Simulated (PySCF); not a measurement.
Simulated outer-valence photoelectron spectrum of `C=C=CC(F)F`. Method used: EOM-IP-CCSD/aug-cc-pVDZ in PySCF, restricted Hartree–Fock reference, 6 core orbitals frozen, non-relativistic, gas phase, PBE0-D3(BJ)/def2-SVP geometry.

Each root has a Gaussian of 0.8 eV full width with its one-hole share as area; cross sections and vibrations are left out, and the highest printed point is 100.

ionisation energy (eV), intensity and a bar:
```
      9.6          1 
      9.8          4 #
     10.0         13 ####
     10.2         34 ##########
     10.4         61 ##################
     10.6         79 ########################
     10.8         72 ######################
     11.0         47 ##############
     11.2         21 ######
     11.4          7 ##
     11.6          2 
     11.8          1 
     12.0          1 
     12.2          5 #
     12.4         14 ####
     12.6         28 ########
     12.8         38 ###########
     13.0         37 ###########
     13.2         26 ########
     13.4         13 ####
     13.6          5 #
     13.8          6 ##
     14.0         16 #####
     14.2         35 ##########
     14.4         59 ##################
     14.6         77 #######################
     14.8         82 ########################
     15.0         80 ########################
     15.2         84 #########################
     15.4         93 ############################
     15.6        100 ##############################
     15.8         90 ###########################
     16.0         63 ###################
     16.2         33 ##########
     16.4         12 ####
     16.6          3 #
     16.8          1
```

Where are the maxima, and how many lines lie under the curve?

4 maxima, at 10.6, 12.9, 14.8 and 15.6 eV, from 8 lines. At this width some lines have no maximum of their own.

List the lines with their holes.

```json
{"E (eV)": "10.60", "leading hole (HF orbital)": "HOMO", "area": "0.96", "Koopmans (eV)": "10.93"}
{"E (eV)": "10.69", "leading hole (HF orbital)": "HOMO-1", "area": "0.96", "Koopmans (eV)": "10.96"}
{"E (eV)": "12.88", "leading hole (HF orbital)": "HOMO-2", "area": "0.95", "Koopmans (eV)": "14.56"}
{"E (eV)": "14.50", "leading hole (HF orbital)": "HOMO-5", "area": "0.94", "Koopmans (eV)": "17.14"}
{"E (eV)": "14.79", "leading hole (HF orbital)": "HOMO-3", "area": "0.95", "Koopmans (eV)": "16.86"}
{"E (eV)": "15.30", "leading hole (HF orbital)": "HOMO-7", "area": "0.94", "Koopmans (eV)": "18.13"}
{"E (eV)": "15.72", "leading hole (HF orbital)": "HOMO-4", "area": "0.93", "Koopmans (eV)": "17.03"}
{"E (eV)": "15.77", "leading hole (HF orbital)": "HOMO-6", "area": "0.94", "Koopmans (eV)": "17.59"}
```

The widest gap, 2.19 eV, lies between 10.69 and 12.88 eV. Only orbitals with −ε under 21 eV, eight at most, were ionised, so the high end of the curve may lack lines.

Conformer computed: `[CH2:1]=[C:2]=[CH:3][CH:4]([F:5])[F:6]`: C2–C3–C4–F5 -123°.

One conformer stands for the species.
